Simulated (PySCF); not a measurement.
# How methods differ on the ionisation energy of N

N [He] 2s2 2p3 (4S) → N+ [He] 2s2 2p2 (3P), as a difference of total energies. Computed with PySCF 2.14 in x2c-QZVPPall, with the spin-free X2C one-electron Hamiltonian (Gaussian nucleus). Correlated levels: valence and next inner shell: nothing frozen. The calculations carry no spin-orbit coupling.

```
                                method  ionisation energy (eV)  plus first-order spin-orbit estimate  error of that sum (eV)
                                   UHF                  13.887                                13.876                  -0.658
    MP2 (valence and next inner shell)                  14.622                                14.610                  +0.076
SCS-MP2 (valence and next inner shell)                  14.353                                14.341                  -0.193
   CCSD (valence and next inner shell)                  14.480                                14.468                  -0.066
CCSD(T) (valence and next inner shell)                  14.506                                14.494                  -0.040
```

Reference: 14.534 eV (measured; NIST Atomic Spectra Database, ionization energies).

A first-order spin-orbit estimate (lowest level to lowest level, LS coupling) adds -0.012 eV.

Errors of the correlated levels include the incompleteness of this basis.
